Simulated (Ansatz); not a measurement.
**SiH₂ (triplet): the correlation ladder at distance H1–H2 along a hydrogen transfer = 0.791 Å, cc-pVTZ**

How much of the correlation energy of SiH₂ (triplet) does each wave-function method recover here?

Program: Ansatz 0.2.0, Gaussian basis. Level of theory: cc-pVTZ, core rule «outside noble gas», up to 5 orbitals frozen. These are calculated values, not measurements.

To be run: UHF; CCSD(T) on ROHF; CCSD(T) on UHF; BCCD(T) on ROHF; CISD; CCSDT(Q) on ROHF; CCSDT(Q) on UHF; CASSCF and MRCISD+Q, 4 electrons in 4 orbitals; CASSCF and NEVPT2, 4 electrons in 4 orbitals; CASSCF and MRCISD+Q, 6 electrons in 6 orbitals; CASSCF and NEVPT2, 6 electrons in 6 orbitals; Full CI.

12 further runs of the same task are left out: 12 set aside as unsound or not needed.

### 1 The geometry

The geometry derives from fragments relaxed apart (PBE0/def2-TZVP) and kept rigid, so it is no stationary point. A hydrogen atom is moved between rigid fragments.

3 atoms, charge 0, spin multiplicity 3.

Atoms are counted from 1 here; the program's logs count them from 0.

Bond lengths: H1–H2 0.791 Å, H2–Si3 1.716 Å. Angles: H1–H2–Si3 180.0°.

Geometry (Å):

```
atom    x (Å)    y (Å)     z (Å)
  H1  0.00000  0.00000  -1.09933
  H2  0.00000  0.00000  -0.30833
 Si3  0.00000  0.00000   1.40767
```

### 2 UHF

in.yaml reads:

```yaml
crystal:
  periodic: [false, false, false]
  atoms:
    - {symbol: H, position_ang: [0.000000, 0.000000, -1.099333]}
    - {symbol: H, position_ang: [0.000000, 0.000000, -0.308333]}
    - {symbol: Si, position_ang: [0.000000, 0.000000, 1.407667]}
basis:
  gaussian: {orbitals: cc-pVTZ}
magnetization: {spin_polarized: true, initial_magnetization: 2}
hamiltonian: {xc: hf}
output: {orbitals: {seedname: orbitals}}
```

Launch:

```
> ansatz run in.yaml --threads 1 --pin off --events-out ev --progress --plain --max-ram 3498MiB --backend cpu
```

The runs that follow: CCSD(T) on ROHF; CCSD(T) on UHF; BCCD(T) on ROHF; CISD; CCSDT(Q) on ROHF; CCSDT(Q) on UHF; CASSCF and MRCISD+Q, 4 electrons in 4 orbitals; CASSCF and NEVPT2, 4 electrons in 4 orbitals; CASSCF and MRCISD+Q, 6 electrons in 6 orbitals; CASSCF and NEVPT2, 6 electrons in 6 orbitals; Full CI.

**Question.** What will the summary of the whole plan be? Wanted: FCI below the RHF energy; RMP2 from FCI; UMP2 from FCI; RCCSD from FCI; RCCSD(T) from FCI; UCCSD(T) from FCI; RCCSDT(Q) from FCI; UCCSDT(Q) from FCI; MRCISD+Q pair from FCI.

As calculated:

```
                         quantity                                                                                               value
         FCI below the RHF energy                                                                                          -3.6048 eV
                    RMP2 from FCI                                                                                        +78.1 kJ/mol
                    UMP2 from FCI                                                                                        +79.9 kJ/mol
                   RCCSD from FCI                                                                                        +13.5 kJ/mol
                RCCSD(T) from FCI                                                                                         +2.9 kJ/mol
                UCCSD(T) from FCI                                                                                         +2.8 kJ/mol
               RCCSDT(Q) from FCI                                                                                         +0.1 kJ/mol
               UCCSDT(Q) from FCI                                                                                         -0.1 kJ/mol
           MRCISD+Q pair from FCI                                                                                         -1.3 kJ/mol
          NEVPT2 valence from FCI                                                                                        +69.4 kJ/mol
        MRCISD+Q valence from FCI                                                                                         +4.1 kJ/mol
levels within 1 kcal/mol (43 meV)  RCCSD(T), UCCSD(T), BCCD(T), RCCSDT, UCCSDT, RCCSDT(Q), UCCSDT(Q), MRCISD+Q pair, MRCISD+Q valence
                    T1 diagnostic                                                                                               0.022
   effectively unpaired electrons                                                                                                2.06
```

In words: RCCSD(T) lands +2.9 kJ/mol from the yardstick (0.8 % of the correlation energy). MRCISD+Q pair falls below full CI: the +Q correction isn't variational, and the cores differ from full CI's. One determinant dominates. Of the multireference levels listed MRCISD+Q pair comes nearest in total energy (-1.3 kJ/mol), which doesn't show that its space is the better one. These misses are within one basis, not against nature; the frozen cores of restricted and unrestricted runs differ, which can shift their rows.
